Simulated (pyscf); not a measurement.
O=B–OH (SMILES O=BO) + SiH₄ (SMILES [SiH4]) → HO–BH–O–SiH₃ (SMILES OBO[SiH3]) (addition across a multiple bond or ene-type step; singlet surface; H–Si broken, B–H, O–Si formed). Optimised with ωB97X-D3(BJ)/def2-SVP in PySCF. Correlated levels are frozen-core, on RHF or UHF. ΔMP2 is the change of the MP2 total energy from the triple- to the quadruple-zeta basis. Energies in kJ/mol from the separated reactants.

| level | barrier | reaction energy |
|---|---|---|
| ωB97X-D3(BJ)/def2-TZVP | 42.3 | -196.5 |
| r²SCAN/def2-TZVP | 35.3 | -190.1 |
| PBE0-D3(BJ)/def2-TZVP | 34.8 | -192.2 |
| MP2/def2-QZVPP | 49.7 | -190.1 |
| CCSD/def2-TZVPP | ___ | -191.4 |
| CCSD(T)/def2-TZVPP | 52.9 | -188.6 |
| CCSD(T)/def2-TZVPP + ΔMP2(QZVPP) | ___ | ___ |

Question: Some entries are withheld; supply them.

Answer: 
- CCSD/def2-TZVPP, barrier: 59.5
- CCSD(T)/def2-TZVPP + ΔMP2(QZVPP), barrier: 51.3
- CCSD(T)/def2-TZVPP + ΔMP2(QZVPP), reaction energy: -190.5

One saddle was located; it need not be the lowest between these sides. The CCSD(T) − MP2 part came from Ansatz, without density fitting, on the same reference.
